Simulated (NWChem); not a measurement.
# One shape, several levels: SiH4 (silane)

Wanted: a comparison of 4 runs (TPSS/cc-pVTZ, BLYP/cc-pVTZ, MP2/cc-pVTZ, CCSD/cc-pVTZ) of SiH4 (silane). 

Program for the calculation: NWChem 7.3.0.

**1. The system as given**

The species is SiH4 (5 atoms), meant as a singlet with charge 0. As SMILES, `[SiH4]`. The Si1–H5 distance was set to 2.672 Å, away from the relaxed value. At this shape a bond of the SMILES string is far longer than usual.

Bond lengths: Si1–H2 1.485 Å, Si1–H3 1.485 Å, Si1–H4 1.485 Å. Angles: H2–Si1–H3 109.5°, H2–Si1–H4 109.5°, H3–Si1–H4 109.5°.

**2. The energy at TPSS/cc-pVTZ (run 1)**

File struct.xyz:

```xyz
5
H4Si TPSS
Si    -0.374786    -1.106999     0.211172
H      0.592814    -1.795399     1.102172
H     -1.705786    -1.062099     0.867272
H     -0.479886    -1.847299    -1.071328
H      0.468500     1.383800    -0.264200
```

File struct.nw:

```
start struct
title "H4Si TPSS"
memory total 2200 mb

geometry units angstroms noautosym nocenter noautoz
load struct.xyz
end

basis spherical bse
* library cc-pVTZ
end

dft
xc xtpss03 ctpss03
grid fine
convergence energy 1e-08
maxiter 100
mulliken
print low
end

task dft energy
```

On the command line:

```bash
$ nwchem struct.nw > struct.out
```

The log of the run:

```text
[...]
 d= 0,ls=0.0,diis     1   -291.7831048073 -3.11D+02  6.88D-03  1.38D-01     2.6
[...]
 d= 0,ls=0.0,diis    11   -291.8048697713 -2.43D-10  5.35D-08  2.20D-11    21.2
         Total DFT energy =     -291.804869771299
      One electron energy =     -440.278842791447
           Coulomb energy =      151.864598899850
    Exchange-Corr. energy =      -22.247088050335
 Nuclear repulsion energy =       18.856462170632
[...]
      Total Density - Mulliken Population Analysis
     ---------------------------------------------
    Atom       Charge   Shell Charges
 -----------   ------   -------------------------------------------------------
    1 Si  14    13.77   2.00  1.88  0.20  0.86  0.36  5.52  0.60  1.46  0.71  0.07  0.09  0.01
    2 H    1     1.03   0.24  0.57  0.20  0.00  0.02  0.00
    3 H    1     1.03   0.24  0.57  0.20  0.00  0.02  0.00
    4 H    1     1.03   0.24  0.57  0.20  0.00  0.02  0.00
    5 H    1     1.13   0.16  0.47  0.49 -0.00  0.00  0.00
[...]
```

Run time: 22 s. Hardware: 1 thread of Intel Xeon Platinum 8375C at 2.90GHz (Ice Lake), shared host; peak memory 0.11 GiB.

**3. A single-point energy at BLYP/cc-pVTZ (run 2)**

File run.py:

```python
from ase import Atoms
from ase.calculators.nwchem import NWChem

atoms = Atoms(['Si', 'H', 'H', 'H', 'H'], positions=[
    [-0.374786, -1.106999, 0.211172],
    [0.592814, -1.795399, 1.102172],
    [-1.705786, -1.062099, 0.867272],
    [-0.479886, -1.847299, -1.071328],
    [0.468500, 1.383800, -0.264200],
])

calc = NWChem(
    label='input',
    theory='dft',
    memory='2200 mb',
    basis='cc-pVTZ',
    basispar='spherical bse',
    dft={'xc': 'becke88 lyp', 'mult': '1', 'grid': 'fine', 'convergence': 'energy 1e-08', 'iterations': '100', 'mulliken': None},
    task='energy',
)
atoms.calc = calc

e = atoms.get_potential_energy()
print(f"E = {e:.6f} eV")
print("dipole (e A):", atoms.get_dipole_moment().round(4))
```

On the command line:

```bash
$ export ASE_NWCHEM_COMMAND="nwchem PREFIX.nwi > PREFIX.nwo"
$ python run.py
```

The log of the run:

```text
E = -7939.348977 eV
dipole (e A): [-0.1117 -0.3298  0.0629]
```

The calculator wrote input.nwi:

```
title "input"

permanent_dir input

scratch_dir input

start input

geometry units angstrom nocenter noautosym noautoz
  Si -3.7478600000000001e-01 -1.1069990000000001e+00 2.1117200000000000e-01
  H  5.9281399999999995e-01 -1.7953990000000000e+00 1.1021719999999999e+00
  H  -1.7057860000000000e+00 -1.0620989999999999e+00 8.6727200000000004e-01
  H  -4.7988599999999998e-01 -1.8472990000000000e+00 -1.0713280000000001e+00
  H  4.6850000000000003e-01 1.3837999999999999e+00 -2.6419999999999999e-01
end

memory 2200 mb

basis spherical bse noprint
   * library cc-pVTZ
end

dft
  xc becke88 lyp
  mult 1
  grid fine
  convergence energy 1e-08
  iterations 100
  mulliken
end

task dft energy
```

input.nwo (excerpt; [...] marks lines left out):

```text
[...]
      One electron energy =     -440.262898002534
[... 1 line left out ...]
    Exchange-Corr. energy =      -22.196049285507
[... 6 lines left out ...]
                       DFT Final Molecular Orbital Analysis
[... 653 lines left out ...]
    Atom       Charge   Shell Charges
[...]
```

It took 20 s on 1 thread of Intel Xeon Platinum 8375C at 2.90GHz (Ice Lake), shared host; peak memory 0.11 GiB.

Run 3 isn't shown in full; the table further down has it.

**4. The energy at CCSD/cc-pVTZ (run 4)**

File run.py:

```python
from ase import Atoms
from ase.calculators.nwchem import NWChem

atoms = Atoms(['Si', 'H', 'H', 'H', 'H'], positions=[
    [-0.374786, -1.106999, 0.211172],
    [0.592814, -1.795399, 1.102172],
    [-1.705786, -1.062099, 0.867272],
    [-0.479886, -1.847299, -1.071328],
    [0.468500, 1.383800, -0.264200],
])

calc = NWChem(
    label='test',
    theory='ccsd',
    memory='2200 mb',
    basis='cc-pVTZ',
    basispar='spherical bse',
    scf={'nopen': '0', 'rhf': None, 'thresh': '1e-08', 'maxiter': '80', 'print': 'low'},
    ccsd={'freeze': 'core 5', 'maxiter': '60'},
    task='energy',
)
atoms.calc = calc

e = atoms.get_potential_energy()
print(f"E = {e:.6f} eV")
```

On the command line:

```bash
$ export ASE_NWCHEM_COMMAND="nwchem PREFIX.nwi > PREFIX.nwo"
$ python run.py
```

The log of the run:

```text
E = -7927.117586 eV
```

The calculator wrote test.nwi:

```
title "test"

permanent_dir test

scratch_dir test

start test

geometry units angstrom nocenter noautosym noautoz
  Si -3.7478600000000001e-01 -1.1069990000000001e+00 2.1117200000000000e-01
  H  5.9281399999999995e-01 -1.7953990000000000e+00 1.1021719999999999e+00
  H  -1.7057860000000000e+00 -1.0620989999999999e+00 8.6727200000000004e-01
  H  -4.7988599999999998e-01 -1.8472990000000000e+00 -1.0713280000000001e+00
  H  4.6850000000000003e-01 1.3837999999999999e+00 -2.6419999999999999e-01
end

memory 2200 mb

basis spherical bse noprint
   * library cc-pVTZ
end

scf
  nopen 0
  rhf
  thresh 1e-08
  maxiter 80
  print low
end
ccsd
  freeze core 5
  maxiter 60
end

task ccsd energy
```

test.nwo:

```text
Northwest Computational Chemistry Package (NWChem) 7.3.0
             --------------------------------------------------------

           Job information
           ---------------

    nwchem branch   = 7.3.0
    use scalapack   = T
    input           = test.nwi
    prefix          = test.
    data base       = test/test.db
    status          = startup
    nproc           =        1

           Memory information
           ------------------

    heap     =     72089594 doubles =      550.0 Mbytes
    stack    =     72089599 doubles =      550.0 Mbytes
    global   =    144179200 doubles =     1100.0 Mbytes (distinct from heap & stack)
    total    =    288358393 doubles =     2200.0 Mbytes
    verify   = yes
    hardfail = no

           Directory information
           ---------------------

  0 permanent = test
  0 scratch   = test

                                NWChem Input Module
                                -------------------

                                       test
                                       ----

[... 85 lines left out ...]
       Final RHF  results
[... 3 lines left out ...]
      One-electron energy =   -439.888447757827
[... 1 line left out ...]
 Nuclear repulsion energy =     18.856462170632
[... 21 lines left out ...]
 MP2 Corr. energy:             -0.150898752086752
[... 22 lines left out ...]
  Failed reading restart vector from test/test.t2
[... 3 lines left out ...]
             energy      energy      error      ampl     ampl      Block
[... 6 lines left out ...]
                  *************converged*************
[... 1 line left out ...]
 -----------
 CCSD Energy
 -----------
 Reference energy:            -291.122443543859333
 CCSD corr. energy:             -0.193756924530104
 Total CCSD energy:           -291.316200468389411

 --------------------------------
 Spin Component Scaled (SCS) CCSD
 --------------------------------
 Same spin contribution:                 -0.015612130321849
 Same spin scaling factor:                1.130000000000000
 Opposite spin contribution:             -0.178144794208256
 Opposite spin scaling fact.:             1.270000000000000
 SCS-CCSD correlation energy:            -0.243885595908174
 Total SCS-CCSD energy:                -291.366329139767515

 routine      calls  cpu(0)   cpu-min  cpu-ave  cpu-max   i/o
 aoccsd          1     0.00     0.00     0.00     0.00    0.00
 iterdrv         1     0.01     0.01     0.01     0.01    0.00
 pampt          12     0.03     0.03     0.03     0.03    0.00
[... 9 lines of this table left out ...]
 Total                79.45    79.45    79.45    79.45    0.00

 Task  times  cpu:      100.0s     wall:      100.0s
 Total times  cpu:      100.0s     wall:      100.0s
```

Wall time 1.7 min (1 thread of Intel Xeon Platinum 8375C at 2.90GHz (Ice Lake), shared host); peak memory 0.12 GiB.

**5. The series**

```csv
run,level,integration grid,iteration cap,energy (Eh),wall time
1,TPSS/cc-pVTZ,fine,100,-291.804870,22 s
2,BLYP/cc-pVTZ,fine,100,-291.765696,20 s
3,MP2/cc-pVTZ,–,80,-291.273342,20 s
4,CCSD/cc-pVTZ,–,80,-291.316200,1.7 min
```

**6. What came out**

| quantity | value |
| --- | --- |
| run 4: total energy | -291.31620 Eh |
| run 4: correlation energy (5 core orbitals frozen) | -193.8 mEh |

**Reading.** Totals of different functionals can't be ranked against each other. In runs 1, 2, 3, 4 a closed-shell determinant meets a far-stretched bond, which it describes badly. All runs together took 2.7 min, the longest 1.7 min.
